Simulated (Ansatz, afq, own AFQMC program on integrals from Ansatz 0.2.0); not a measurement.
AFQMC on a folder of integrals that Ansatz 0.2.0 wrote.

```yaml
crystal:
  periodic: [false, false, false]
  atoms:
    - {symbol: O, position_ang: [0.000000, -0.121638, 0.081110]}
    - {symbol: H, position_ang: [0.000000, 1.475066, -2.189730]}
    - {symbol: H, position_ang: [0.000000, 0.455733, 0.902250]}
basis:
  gaussian: {orbitals: 6-31G}
total_charge: 1
magnetization: {spin_polarized: false, initial_magnetization: 1}
correlation: {method: ccsd_t, electrons: outside_noble_gas, hamiltonian_folder: ham}
```

```sh
$ ansatz run in.yaml --threads 1 --pin off --events-out ev --progress --plain --max-ram 15360MiB --backend cuda --devices 0, --max-vram 18GiB
```

Options of the walk:

```
--method phaseless --trial cisd --walkers 4000 --populations 20 --least-time 60 --time-step 0.005 --steps-per-block 50 --equilibration-blocks 40 --max-blocks 4000 --target-error 0.00032 --factor-cut 1e-05 --start spin_pure --seed 9650 --release-times 0.24,0.51,0.99,1.62,2.4 --release-step 0.03 --release-every 3 --taylor-order 6
```

Times are imaginary, in 1/Eh. The walk had a cap of 122 s. With eight or more populations the least sampling time is a fifth of least-time, and the error comes from their spread.

Output of the walk:

```
orbitals 12  electrons 4 3  factors 56 of 141
reference energy -75.22959750 Eh
CCSD correlation -0.28965931 Eh in 26 cycles, weight of the determinant in the CISD state 0.6108
energy of the start -75.519264 Eh
 block  time / (1/Eh)  mean weight  energy / Eh
     1     0.250  0.9999  -75.516079
     2     0.500  0.9998  -75.517493
     3     0.750  0.9999  -75.518771
     4     1.000  1.0002  -75.520052
     5     1.250  0.9997  -75.522117
     7     1.750  0.9998  -75.521607
     9     2.250  0.9999  -75.521677
    11     2.750  0.9998  -75.521973
    15     3.750  1.0000  -75.522411
    19     4.750  0.9996  -75.522839
    23     5.750  0.9998  -75.520752
    27     6.750  0.9998  -75.521467
    31     7.750  0.9999  -75.521828
    33     8.250  0.9999  -75.523410
    35     8.750  0.9999  -75.521599
    39     9.750  1.0003  -75.522628
    43    10.750  1.0000  -75.521554
    47    11.750  0.9998  -75.522684
    51    12.750  1.0002  -75.521961
    55    13.750  0.9998  -75.522015
    59    14.750  1.0001  -75.522963
    63    15.750  1.0004  -75.521551
    67    16.750  0.9999  -75.521984
    71    17.750  1.0001  -75.522344
    75    18.750  1.0001  -75.522605
    79    19.750  0.9999  -75.521085
    83    20.750  1.0003  -75.522559
    87    21.750  1.0005  -75.520975
    89    22.250  0.9996  -75.521602
error from the spread of 20 populations
released: time / (1/Eh)  energy / Eh  error  mean overlap
  0.24  -75.522580  0.000145  0.9998
  0.51  -75.523223  0.000205  1.0003
  0.99  -75.523555  0.000134  1.0017
  1.62  -75.523683  0.000161  1.0052
  2.40  -75.523588  0.000159  1.0130
energy -75.521781 +/- 0.000149 Eh
(rows thinned)
```

The run passed its tests (sampling time, drift between the halves within three errors, error under three times the target), which doesn't prove that it has relaxed.

Against this walk (error 4.1 meV) on the same determinant: CCSD(T) 6.3 meV lower (within the noise), CCSDT(Q) 68.2 meV lower, CCSDTQ 53.8 meV lower, full CI 54.4 meV lower. The error is statistical and leaves out the bias of the constraint. Released to 2.40 1/Eh the energy lies 49 ± 6 meV (both errors) below the phaseless value, which shows part or all of the bias of the constraint, and full CI lies 5.2 meV below the released value. Full CI is exact here, so the walk's 54 meV above it is the walk's own error: the bias of the constraint with this trial. The determinant is a poor start (see the cautions), so the low cluster orders aren't to be relied on, and full CI is the sure value.

Cautions: constraint bias not in the error; a spin-contaminated unrestricted determinant lies lower (UHF 5.96 eV lower, ⟨S²⟩ 1.74); the search met a lower determinant of the same kind, perhaps of another symmetry (4.28 eV lower); strong correlation (T1 0.163, weight of the determinant 0.61, largest double 0.30); the CCSD(T) amplitudes may be one of several solutions (largest double 0.30); the CCSDT(Q) amplitudes may be one of several solutions (largest double 0.43); the CCSDTQ amplitudes may be one of several solutions (largest double 0.42).

The walk took 34 s on 1 × NVIDIA H100 80GB HBM3 with 2 threads of AMD EPYC 7R13 Processor (Zen 3) (shared host) (the card was shared). The log's last line is the phaseless energy.

CCSDT and higher add their correlation energy to the determinant of the CCSD(T) run, since their own runs factorise the integrals more tightly (a shift of under 2 meV).
